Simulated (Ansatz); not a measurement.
Chalcopyrite CdGeAs2 was calculated with rVV10 in Ansatz (plane waves, PAW).

Numerical settings: plane-wave cutoff 520 eV, 8×8×8 k mesh, Fermi–Dirac smearing 0.01 eV, scalar-relativistic PAW data made under PBE.

The cell is scaled about its equilibrium volume:

Shape and atoms are relaxed at each volume.

| V (Å³/atom) | P (GPa) | c (Å) | a (Å) |
|---|---|---|---|
| 25.647 | 2.31 | 11.373 | 6.007 |
| 26.182 | 1.09 | 11.465 | 6.045 |
| 26.716 | 0.00 | 11.554 | 6.082 |
| 27.250 | -0.97 | 11.641 | 6.120 |
| 27.785 | -1.84 | 11.725 | 6.158 |

Note: the gap of the solid is closed in this run; this level leaves the solid without a gap, although one is measured; the bulk modulus comes from volumes at which shape and atoms were relaxed.

Ansatz is a quantum-chemistry and plane-wave program.
